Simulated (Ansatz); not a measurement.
Input for Ansatz (development build ahead of 0.2.0):

```yaml
crystal:
  periodic: [false, false, false]
  atoms:
    - { symbol: Al, position_ang: [0.0, 0.0, -1.37551] }
    - { symbol: Al, position_ang: [0.0, 0.0, 1.37551] }
basis:
  gaussian: { orbitals: def2-SVP }
total_charge: -1
magnetization:
  initial_magnetization: 3
hamiltonian:
  xc: hf
correlation:
  method: mp2
  frozen_orbitals: { Al: 5 }
```

The input is written out in the form of the current development build from the run's settings. Correlation on restricted open-shell orbitals is semicanonical, with singles.

Results

| Property | Result |
| --- | --- |
| Converged | yes |
| Reference energy | -483.62662 hartree |
| Correlation energy | -0.09147 hartree |
| Total energy | -483.71809 hartree |
| Spin squared of the determinant | 3.750 |
| Stability test | minimum among restricted orbitals |
| Occupied orbitals by symmetry in an Abelian subgroup (alpha; beta) | 5 Ag 4 B1u 1 B2g 2 B2u 1 B3g 2 B3u; 4 Ag 4 B1u 1 B2g 1 B2u 1 B3g 1 B3u |

Messages of the program:
```
mean field -13160.15085973 eV, -483.6266238245 hartree, gradient 6.0e-6 eV, S^2 3.750000; 6 other ends of a descent, 0 dependent functions left out
```

Caution: no diffuse functions for an anion.
